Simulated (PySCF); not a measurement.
Consider N-methylmethanimine, `C=NC` (C2H5N). Optimised structure (Å), atoms numbered from 1:
```
C     1.2505   -0.1894    0.3546
N     0.1346   -0.7447    0.1565
C    -0.9815    0.0648   -0.2425
H     2.1131   -0.7980    0.6607
H     1.4168    0.9013    0.2354
H    -0.7438    1.1432   -0.3435
H    -1.3738   -0.3051   -1.2033
H    -1.7965   -0.0534    0.4893
```

Computed at ωB97X-D3(BJ)/ma-def2-TZVP // PBE0-D3(BJ)/ma-def2-SVP with PySCF (density fitting, grid level 2). Thermal corrections: PBE0-D3(BJ)/ma-def2-SVP frequencies, unscaled, ideal gas at 298.15 K and 1 bar, quasi-RRHO entropy.

(1) Rank these of its positions by gas-phase deprotonation enthalpy, most acidic first.
A. C1 (imine carbon)
B. C3 (methyl carbon)

(2) For C3 (methyl carbon), what are ΔE (electronic) and ΔG(298 K) of the loss of the proton?

(3) Of those listed, which site of deprotonation is favoured in DMF (IEF-PCM), and by how much?

Answers

(1) B (1638 kJ/mol), A (1689 kJ/mol).

(2) ΔE = 1674 and ΔG = 1608 kJ/mol, beside ΔH = 1638 kJ/mol. The product is `C=N[CH2-]`.

(3) C3 (methyl carbon), by 24 kJ/mol over C1 (imine carbon); the gas phase favours the same one.

Caveats: one E/Z form of each vinyl-type anion was tried, and another may lie lower.
